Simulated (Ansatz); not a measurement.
Relaxation of CH2NO (5 atoms, charge -1, multiplicity 1), to a largest force component of 0.02 eV/Å in at most 50 steps.

Theory: RKS CAM-B3LYP-D4/def2-SVP in Ansatz.

```xyz
5
Properties=species:S:1:pos:R:3
N -0.084 0.078 -0.973
C 0.223 -0.205 0.250
O 1.085 -0.994 0.657
H -0.838 0.769 -1.028
H 1.613 -1.478 1.341
```

Q: Where does it end, and by what steps?

A: It converged. Limits of this set-up: an anion without diffuse functions, the dipole of an ion depends on the origin. After 6 steps the energy has fallen by 2.668 eV; H5 moved furthest, 0.35 Å. The start is strongly strained (largest force component 9 eV/Å).

```tsv
step	energy less start (eV)	largest force component (eV/Å)	accepted
0	0.0000	8.865	yes
1	-1.2881	3.833	yes
2	-2.0779	1.812	yes
3	-2.5061	0.874	yes
4	-2.6494	1.277	yes
5	-2.6628	0.631	yes
6	-2.6683	0.019	yes
```

```xyz
5
Properties=species:S:1:pos:R:3
N -0.036 0.035 -0.928
C 0.207 -0.190 0.322
O 1.268 -1.162 0.410
H -0.794 0.728 -0.920
H 1.355 -1.242 1.363
```

Whether the end is a true minimum wasn't checked by a vibrational analysis.

The run took 8.3 s on 1 CPU thread of a shared host.
